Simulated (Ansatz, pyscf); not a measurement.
H₂B–NH–SiH₃ -> HB=NH + silane (SiH₄), an elimination on the singlet surface: B–H, N–Si broken, H–Si formed. Optimised with ωB97X-D3(BJ)/def2-SVP in PySCF. Wave-function energies: Ansatz (an electronic-structure program), frozen core, RHF or UHF references. In kJ/mol, from the reactant's lowest minimum found.

Cost: rough CPU time of the saddle's run relative to CCSD(T)/cc-pV(D+d)Z, from one job on a shared machine, with the HF step and its search for lower states.

```json
[
 {"level": "B3LYP-D3(BJ)/def2-TZVP", "barrier": "246.74", "reaction energy": "+173.06", "cost": "–"},
 {"level": "r²SCAN/def2-TZVP", "barrier": "240.49", "reaction energy": "+180.44", "cost": "–"},
 {"level": "CCSD(T)/cc-pV(D+d)Z", "barrier": "243.87", "reaction energy": "+159.06", "cost": "1"},
 {"level": "CCSDT(Q)/cc-pV(D+d)Z", "barrier": "242.70", "reaction energy": "+157.97", "cost": "200"},
 {"level": "CCSD(T)/cc-pV(T+d)Z", "barrier": "252.65", "reaction energy": "+176.20", "cost": "9"},
 {"level": "CCSD(T)/cc-pV(Q+d)Z", "barrier": "251.55", "reaction energy": "+176.41", "cost": "–"}
]
```

In cc-pV(D+d)Z, going from CCSD(T) to CCSDT(Q) shifts the barrier by -1.17 and the reaction energy by -1.08 kJ/mol. With HF in the quadruple-zeta basis and the correlation energy extrapolated as X⁻³ from X = 3, 4, CCSD(T) gives 251.10 and +177.68; adding the double-zeta shift gives ΔE‡ = 249.94 and ΔE = +176.60 kJ/mol, without core correlation, relativity or geometry relaxation at these levels. One saddle was located; it need not be the lowest between these sides.
